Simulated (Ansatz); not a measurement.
Relaxed structures of NaBH2O, closed shell (PBE0-D4/def2-TZVP; forces vanish, vibrations not checked; lower isomers may exist, and structures with a doubtful reference or unclear bonds are left out; Å). Ansatz 0.2.0; basis: def2-TZVPP; cores frozen in the correlated methods. The outer core shell of Li, Na, Mg and K is correlated. The def2 sets are not built for correlating such inner shells, so the correlated values are less sure here.

Question: Rank them by CCSD(T) energy, lowest first, and give each one's height above the lowest. Links in brackets join atoms within 1.22 times the sum of their covalent radii (1.1 for two metals). (To be estimated.)
A.
NaBH₂O ([BH2][O][Na])
```
5
angstrom
B -0.0440 0.6284 -0.1969
O 0.0431 -0.6168 0.1926
Na 0.1755 -2.5055 0.7850
H -1.1043 1.2486 -0.1575
H 0.9296 1.2453 -0.6232
```
B.
NaBH₂O ([OH][BH][Na])
```
5
angstrom
B 0.1014 -0.4093 0.0023
O 1.3645 -0.7728 0.3772
Na -1.7647 -2.0460 0.3926
H 2.0270 -0.0955 0.1968
H 0.0197 0.7063 -0.4962
```
C.
a complex of NaBO + H₂
```
5
angstrom
B 0.3886 -1.4478 0.3577
O 0.0702 -0.3118 0.0714
Na 1.0209 -3.7040 0.9272
H -0.8173 2.7063 -0.6431
H -0.6098 2.0053 -0.4776
```

Answer: The calculation gives: A (0.0 kJ/mol), C (111.7 kJ/mol), B (189.7 kJ/mol). Heights count from the lowest.

T1 diagnostic: at most 0.016. The restricted Hartree–Fock reference is unstable towards an unrestricted one at one or more of these structures.

For scale, one of the runs: CCSD(T)/def2-TZVPP, 122 basis functions, launched by `ansatz run in.yaml --threads 2 --pin off --events-out ev --progress --plain --max-ram 4352MiB`. The run took 12 s on 2 CPU threads of an Arm Neoverse V1 (shared host), with 0.61 GiB of host memory at its peak.
